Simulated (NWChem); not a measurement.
# UMP2/def2-TZVP (frozen virtual 1) run of C2HO (ethynyloxy radical)

What is the vertical ionisation energy of C2HO (ethynyloxy radical) at UMP2/def2-TZVP (frozen virtual 1)? 

The results are computed with NWChem 7.3.0.

## (1) Starting point

C2HO has 4 atoms, charge 0, and is taken as a doublet. SMILES: `C#C[O]`. The shape is that of a PBE0-D4/def2-TZVP optimisation.

Bond lengths: C1–C2 1.288 Å, C2–O3 1.167 Å, C1–H4 1.072 Å. Angles: C1–C2–O3 170.9°, C2–C1–H4 137.7°.

## (2) A single-point energy at UMP2/def2-TZVP (frozen virtual 1)

Contents of run.nw:

```
start run
memory total 2200 mb
charge 0
geometry noautosym nocenter noautoz
  C    -0.562500    0.217400   -0.417800
  C     0.342300   -0.396600    0.262400
  O     1.068800   -1.106500    0.836800
  H    -0.793100    1.225500   -0.701600
end
basis spherical bse
  * library def2-TZVP
end
scf
  nopen 1
  uhf
  thresh 1e-08
  maxiter 80
  noprint "final vectors analysis"
end
mp2
  freeze core 3 virtual 1
  tight
end
task mp2
```

On the command line:

```sh
$ nwchem run.nw > run.out
```

The log of the run:

```text
[...]
  functions       =    99
[...]
  wavefunction    = UHF
[...]
         Total SCF energy =   -151.146514501444
      One electron energy =   -309.138258578467
      Two electron energy =    105.387430658210
 Nuclear repulsion energy =     52.604313418813
                       Sz =      0.5000
                 Sz(Sz+1) =      0.7500
                      S^2 =      0.8120
[...]
          Total MP2 energy          -151.642952308155
[...]
```

Run time: 58 s. Hardware: 1 thread of Intel Xeon 6975P-C (Granite Rapids), shared host; peak memory 0.24 GiB.

## (3) The singlet cation, same level

Contents of input.xyz:

```xyz
4

C     -0.562500     0.217400    -0.417800
C      0.342300    -0.396600     0.262400
O      1.068800    -1.106500     0.836800
H     -0.793100     1.225500    -0.701600
```

Contents of input.nw:

```
echo
start input
memory 2200 mb
charge 1
geometry noautosym nocenter noautoz
   load input.xyz
end
basis spherical bse
   C library def2-TZVP
   O library def2-TZVP
   H library def2-TZVP
end
scf
   thresh 1e-08
   maxiter 80
   print low
end
mp2
   freeze core 3 virtual 1
   tight
end
task mp2
```

On the command line:

```sh
$ nwchem input.nw > input.out
```

The log of the run:

```text
[...]
  functions       =    99
[...]
  wavefunction    = RHF
[...]
         Total SCF energy =   -150.754803038603
      One-electron energy =   -302.255686370470
      Two-electron energy =     98.896569913053
 Nuclear repulsion energy =     52.604313418813
        Time for solution =     18.1s
[...]
          Total MP2 energy          -151.241014913900
[...]
```

It took 22 s on 1 thread of Intel Xeon 6975P-C (Granite Rapids), shared host; peak memory 0.22 GiB.

## (4) Results

At UMP2/def2-TZVP (frozen virtual 1), 3 core orbitals frozen:

```
                                                   quantity          value
                                 doublet C2HO: total energy  -151.64295 Eh
  doublet C2HO: correlation energy (3 core orbitals frozen)     -496.4 mEh
            doublet C2HO: ⟨S²⟩ of the reference determinant          0.812
                               singlet cation: total energy  -151.24101 Eh
singlet cation: correlation energy (3 core orbitals frozen)     -486.2 mEh
         vertical ionisation energy (to the singlet cation)      10.937 eV
```

The vertical ionisation energy comes to 10.94 eV (1055 kJ/mol). Only the singlet of the ionised species was computed; a triplet could lie lower. Mulliken charges (doublet C2HO) run from -0.28 on C1 to +0.35 on C2; they depend strongly on the basis.
